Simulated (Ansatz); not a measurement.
System: hcp Be. Method: PBEsol (plane waves, PAW; Ansatz, a first-principles code).

Run with plane-wave cutoff 520 eV, 30×30×16 k mesh (along the axes of the cell as run), Fermi–Dirac smearing 0.05 eV, scalar-relativistic PAW data made under PBE.

The cell is scaled about its equilibrium volume:

Shape and atoms are relaxed at each volume.

| V (Å³/atom) | P (GPa) | c (Å) | a (Å) |
|---|---|---|---|
| 7.524 | 5.41 | 3.510 | 2.225 |
| 7.681 | 2.59 | 3.532 | 2.241 |
| 7.837 | 0.00 | 3.553 | 2.257 |
| 7.994 | -2.37 | 3.575 | 2.272 |
| 8.151 | -4.55 | 3.596 | 2.288 |

Note: the bulk modulus comes from volumes at which shape and atoms were relaxed.
